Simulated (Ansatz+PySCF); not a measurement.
A calculation with Ansatz (development build ahead of 0.2.0).

```yaml
crystal:
  periodic: [false, false, false]
  atoms:
    - { symbol: C, position_ang: [0.0, 0.0, 0.0] }
    - { symbol: H, position_ang: [0.0, 0.0, 1.09555] }
    - { symbol: H, position_ang: [0.0, 0.94877, -0.54778] }
    - { symbol: H, position_ang: [0.0, -0.94877, -0.54778] }
basis:
  gaussian: { orbitals: cc-pVTZ }
magnetization:
  initial_magnetization: 1
hamiltonian:
  xc: hf
correlation:
  method: mp2
  frozen_orbitals: { C: 1, H: 0 }
output:
  forces: true
```

The input is written out in the form of the current development build from the run's settings. Correlation on restricted open-shell orbitals is semicanonical, with singles.

Output:

```yaml
Converged: yes
Reference_energy: -39.57176 hartree
Correlation_energy: -0.16345 hartree
Total_energy: -39.73521 hartree
Spin_squared_of_the_determinant: 0.750
Stability_test: minimum among restricted orbitals
Occupied_orbitals_by_symmetry_in_an_Abelian_subgroup_alpha;_beta: 3 A1 1 B1 1 B2; 3 A1 1 B2
```

Forces (eV/Å):
```
atom     Fx      Fy      Fz
  C1  0.000   0.000   0.000
  H2  0.000   0.000  -0.739
  H3  0.000  -0.640   0.369
  H4  0.000   0.640   0.369
```
